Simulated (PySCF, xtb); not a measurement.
isobutane (C4H10), SMILES CC(C)C.

Harmonic wavenumbers (cm⁻¹) from GFN2-xTB run with xtb at its own minimum, in rising order: 187, 237, 237, 364, 364, 448, 862, 945, 946, 965, 1005, 1005, 1193, 1193, 1205, 1333, 1333, 1410, 1410, 1429, 1495, 1500, 1500, 1509, 1509, 1515, 2926, 3024, 3025, 3025, 3032, 3032, 3033, 3037, 3038, 3038.

**Question.** What does B3LYP-D3(BJ)/def2-SVP (PySCF 2.14.0) give at its own minimum? (The exact figures need the calculation; the answer reports its results.)

**Answer.** 220, 268, 268, 369, 369, 436, 807, 923, 923, 951, 977, 977, 1190, 1190, 1200, 1349, 1349, 1390, 1390, 1412, 1455, 1460, 1460, 1481, 1481, 1486, 3006, 3015, 3015, 3021, 3091, 3091, 3099, 3102, 3105, 3105. Paired by order, the mean absolute difference is 30 cm⁻¹ and the zero-point energies are 81.9 and 82.1 kcal/mol.
